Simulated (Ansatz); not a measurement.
1T (CdI2-type) PtSe2, treated with PBE0 (Ansatz, an electronic-structure program, plane waves, PAW).

Numerical settings: plane-wave cutoff 460 eV, 9×9×6 k mesh (along the axes of the cell as run), Fermi–Dirac smearing 0.01 eV, scalar-relativistic PAW data made under PBE.

Cell (relaxed at this level):

PtSe2 has the trigonal space group P-3m1 (No. 164), the CdI2 type structure, Pearson symbol hP3. Lattice parameters: a = b = 3.6923 Å, c = 6.6079 Å, α = β = 90.00°, γ = 120.00°. Pt on 1a sees 6 Se at 2.499 Å (octahedral). Se on 2d has 3 Pt at 2.499 Å (trigonal pyramidal). (Neighbours: up to the widest gap in distance over summed covalent radii, below 1.35, at either atom; cation-cation and far metal-metal contacts left out.)

Predict the band gap, smallest direct gap on the k points sampled and Γ–Γ gap.


* **band gap**: 2.16 eV
* **smallest direct gap on the k points sampled**: 2.47 eV
* **Γ–Γ gap**: 4.37 eV

Note: the cell comes from a level without a dispersion term, which matters for the spacing of layers, chains or molecules; the cell has widely spaced layers and the level no dispersion term, so their spacing and the moduli can rest on weak binding.

Spin–orbit coupling is not included; with these elements it can move the gap by several tenths of an eV or more.

The computed numbers hold no vibrational or temperature effects.

Computing time: very roughly 2.4 core-hours.
